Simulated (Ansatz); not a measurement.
Which is lower?

Two relaxed structures of BSiH$_{6}$S (charge +1), singlet (PBE0-D4/def2-TZVP; forces vanish, vibrations not checked).

A:

```xyz
9
angstrom
Si -0.6949 1.1443 -0.7108
B 0.0067 -0.7136 -0.3610
S 0.4203 -1.2669 1.3880
H -1.9085 1.0088 -1.5464
H 0.4362 1.7667 -1.4494
H -0.9415 1.8317 0.5791
H 0.1624 -1.6174 -1.1168
H 0.9607 -0.1689 1.9581
H 1.5585 -1.9847 1.2592
```

B:

```
9
angstrom
Si -0.6981 1.1887 -0.7287
B 0.8524 -1.0419 1.1452
S -0.5636 -0.9767 -0.0369
H -1.6644 1.0555 -1.8324
H 0.6741 1.5569 -1.1179
H -1.1986 1.7960 0.5163
H -0.0834 -1.6316 -1.1143
H 0.7982 -0.2397 2.0146
H 1.6559 -1.8931 0.9798
```

Ansatz 0.2.0; basis: def2-TZVPP; cores frozen in the correlated methods. B3LYP uses VWN-RPA correlation.

Which structure is lower at CCSD(T), and by how much? (An estimate is asked for; the value comes from the calculation.)

The calculation gives: B, by 0.998 eV (electronic energy, against the other). By their contacts, A is BSiH₆S ([SiH3][BH][SH2]), total charge +1 and B is BSiH₆S ([BH2][SH][SiH3]), total charge +1.

All methods give the same order:

```tsv
method	E(B) − E(A) (eV)
PBE-D4	-0.881
r2SCAN-D4	-0.943
PBE0-D4	-0.939
B3LYP-D4	-1.001
wB97M-V	-1.034
HF	-1.122
MP2	-1.097
CCSD	-1.009
CCSD(T)	-0.998
```

T1 diagnostic: at most 0.014.

Labels in which every atom is bracketed show which atoms are joined, not bond orders.

For scale, one of the runs: CCSD(T)/def2-TZVPP, 199 basis functions, launched by `ansatz run in.yaml --threads 2 --pin off --events-out ev --progress --plain --max-ram 4352MiB`. The run took 43 s on 2 CPU threads of an Arm Neoverse V1 (shared host), with 2.2 GiB of host memory at its peak.
